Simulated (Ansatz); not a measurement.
Geometry optimisation, UKS PBE0/6-31G* (Ansatz 0.2.0).

input.yaml

```yaml
crystal:
  periodic: [false, false, false]
  atoms:
    - { symbol: Al, position_ang: [0.0, 0.0, 0.0] }
    - { symbol: H, position_ang: [0.0, 0.0, 1.81] }
    - { symbol: O, position_ang: [1.5415, 0.0, -0.89] }
    - { symbol: H, position_ang: [1.8414, -0.9519, -1.0449] }
    - { symbol: H, position_ang: [-1.351, 0.0, -0.78] }
    - { symbol: "N", position_ang: [0.0, 0.0, 3.17] }
    - { symbol: H, position_ang: [-0.496, -0.7725, 3.7] }
    - { symbol: H, position_ang: [0.496, 0.7725, 3.7] }
magnetization:
  spin_polarized: true
  initial_magnetization: 1
basis:
  gaussian: { orbitals: "6-31G*" }
hamiltonian:
  xc: pbe0
relax:
  f_tol: 0.15
  max_steps: 25
  restrain:
    - { distance: [1, 5], at: 1.06, k: 30.0 }
    - { distance: [0, 1], at: 2.76, k: 30.0 }
```

Launched with:

```bash
$ ansatz run input.yaml --threads 1 --pin off --max-ram 2048MiB --backend cpu --events-out ev --progress --plain --runs-dir out
```

Where does it end, and by what steps?

The run converged. The restraints hold the end off the free minimum. After 7 steps the energy has fallen by 2.124 eV (the restraints' own energy left out); H2 moved furthest, 0.62 Å. Joined: H2–N6 (1.36 → 1.04 Å).

```
step  energy less start (eV)  largest force component (eV/Å)  accepted
   0                  0.0000                           3.535       yes
   1                 -0.8729                           3.939       yes
   2                 -1.2243                           2.786       yes
   3                 -1.4690                           1.748       yes
   4                 -1.6673                           1.266       yes
   5                 -1.9606                           1.308       yes
   6                 -2.1111                           0.801       yes
   7                 -2.1243                           0.670       yes
```

```xyz
8
Properties=species:S:1:pos:R:3
Al -0.046 -0.210 -0.341
H -0.075 -0.096 2.419
O 1.340 -0.353 -1.336
H 2.194 -0.643 -1.002
H -1.369 0.273 -1.126
N -0.269 0.165 3.405
H -0.317 -0.716 3.912
H 0.574 0.629 3.736
```

The run took 28 s on 1 thread of Arm Neoverse V1, with other jobs on the host, peak memory 0.14 GiB.
